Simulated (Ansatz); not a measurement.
Calculated with Ansatz (gas phase, PBE0-D4/def2-TZVP geometries, no zero-point term in ΔE). CCSD(T)/CBS adds triple-zeta CCSD(T) − MP2 to the extrapolated MP2 energy (def2 sets, frozen cores). Functionals use def2-TZVPP. One conformer a species, not always the lowest.

`COC(C)(F)F` + `FC1NCO1` → `CN1COC1F` + `CC(O)(F)F`  (substitution at a C–O bond)

| level | ΔE (kJ/mol) |
| --- | --- |
| PBE-D4 | -41.8 |
| ωB97M-V | -40.7 |
| B2PLYP | -40.8 |
| HF/def2-TZVPP | -36.4 |
| MP2/def2-QZVPP | -45.7 |
| SCS-MP2/def2-QZVPP | -42.7 |
| MP2/CBS(def2) | -46.3 |
| CCSD/CBS(def2) | -41.6 |

(1) What does CCSD(T)/CBS give? (Best estimate.)

Largest T1 diagnostic among the species: 0.012.

## Answers

(1) Ansatz gave: -42.1 kJ/mol. The listed levels differ from it by 0.3, 1.4, 1.3, 5.7, -3.6, -0.6, -4.2, 0.5 kJ/mol.

In def2-TZVPP, CCSD(T) changes the Hartree–Fock value by −4.6 kJ/mol (the triples alone add −0.5 kJ/mol) and MP2 by −8.8 kJ/mol.
